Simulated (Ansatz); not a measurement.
A made-up structure of CH$_{3}$OSi (charge -1), closed shell:

```
6
angstrom
C -0.4050 0.2805 -0.5862
Si 0.3045 -0.3510 0.4441
O 0.4174 -1.8035 0.6397
H -0.9307 -0.3273 -1.3242
H -0.3294 1.3822 -0.5040
H 0.9431 0.8192 1.3306
```

It is relaxed with PBE-D4/def2-SVPD and then PBE0-D4/def2-TZVPD (Ansatz 0.2.0). Atoms count as bonded within 1.22 times the sum of their covalent radii (H–H: 0.88 Å). The end point is not checked to be a true minimum.

Task: Does its bonding change? (Judge from chemistry; the calculation decides.)

Result: The calculation gives: No: no bond forms or breaks.

Where it ends: The first stage lowers the energy by 4.02 eV in 8 steps. It ends as CH₃OSi ([CH2][SiH][O]), total charge -1:
| atom | x (Å) | y (Å) | z (Å) |
| --- | --- | --- | --- |
| C1 | -0.4913 | 0.3722 | -0.7115 |
| Si2 | 0.3801 | -0.4212 | 0.5538 |
| O3 | 0.6261 | -1.9033 | 0.9410 |
| H4 | -1.0525 | -0.1173 | -1.5022 |
| H5 | -0.4895 | 1.4604 | -0.7351 |
| H6 | 1.0271 | 0.6093 | 1.4539 |

Labels in which every atom is bracketed show which atoms are joined, not bond orders.

For scale, one of the runs: PBE0-D4/def2-TZVPD relaxation, 147 basis functions, launched by `ansatz run in.yaml --threads 2 --pin off --events-out ev --progress --plain --max-ram 4352MiB`. The run took about 12 s on 2 CPU threads of an Arm Neoverse V2 (shared host).
